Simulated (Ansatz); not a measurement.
Basis-set extrapolation for C₂Cl₄ (PBE0-D4/def2-TZVP geometry, frozen core, Ansatz). Multiplicity 1, RHF reference.

```tsv
	cc-pV(T+d)Z	cc-pV(Q+d)Z
HF	-1913.785802	-1913.805337
MP2 correlation	-1.073147	-1.171020
CCSD(T) correlation	-1.182584	-1.279807
```

Energies in hartree. Use E(X) = E(∞) + A·exp(−5.46·√X) for Hartree–Fock and E(X) = E(∞) + B·X^(−3.05) for correlation, with X = 3 and 4.

**Question.** What is the CCSD(T) energy at the basis-set limit?

**Answer.** HF limit: -1913.805337 + (-0.019535) × 0.30130 = -1913.81122. Correlation limit: -1.279807 + (-0.097223) × 0.71189 = -1.34902. Total: -1915.16024 hartree, 503.7 kJ/mol below CCSD(T)/cc-pV(T+d)Z.
